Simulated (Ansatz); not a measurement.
**Other spins and charges of HGe–NH₂, singlet at one geometry**

Geometry (PBE0/def2-TZVP stationary point for this spin, not checked as a minimum):

```xyz
5

Ge    0.0000   -0.0292    0.3354
N     0.0000    0.0337   -1.4792
H     0.0000    1.5671    0.4649
H     0.0000    0.8718   -2.0380
H     0.0000   -0.8031   -2.0403
```

Basis cc-pVDZ; Ansatz 0.2.0. Only valence electrons are correlated (noble-gas cores and the filled d shells of p-block atoms frozen). R marks a restricted (for open shells ROHF) determinant, U an unrestricted one. Active spaces: valence = (12e, 11o) chosen from the atoms' valence shells. No spin–orbit coupling is included, and no scalar relativity.

Gaps are energies of the second state less the first, at fixed atoms, for a selection of the levels run; each method lands on the state that its own search finds for that charge and spin.

Removing an electron, to the doublet: 8.661 eV at UCCSDT(Q).

| level | gap (eV) | error (meV) |
| --- | --- | --- |
| UMP2 | 8.589 | -72 |
| UCCSD | 8.689 | 28 |
| UCCSD(T) | 8.672 | 11 |
| UCCSDT | 8.665 | 4 |
| CASSCF (valence space) | 7.910 | -751 |
| MRCISD+Q (valence space) | 8.663 | 2 |
| PBE0 | 8.886 | 225 |
| B3LYP | 8.990 | 329 |
| wB97M-V | 8.943 | 282 |
| RPA-PBE | 8.832 | 171 |

Triplet less singlet: 2.679 eV at UCCSDT(Q).

| level | gap (eV) | error (meV) |
| --- | --- | --- |
| UMP2 | 2.574 | -105 |
| UCCSD(T) | 2.673 | -6 |
| UCCSDT | 2.673 | -6 |
| CASSCF (valence space) | 3.161 | 482 |
| NEVPT2 (valence space) | 2.481 | -198 |
| r2SCAN | 2.540 | -139 |
| PBE0 | 2.610 | -69 |
| wB97M-V | 2.775 | 96 |
| B2PLYP | 2.766 | 87 |
| RPA-PBE | 2.772 | 93 |

In so small a basis the reference is far from its limit while semilocal and hybrid functionals are nearer theirs (RPA and double hybrids share much of the reference's basis error), so the functionals' errors here hold much of the reference's basis and frozen-core error, which can add to them or hide them.

Full CI isn't at hand for all of this; UCCSDT(Q) serves as the reference, and is uncertain by about the last step of the cluster series. The frozen core follows each run's orbitals, which can shift R against U totals by a few meV for light atoms and by up to 0.1 eV past Ca.
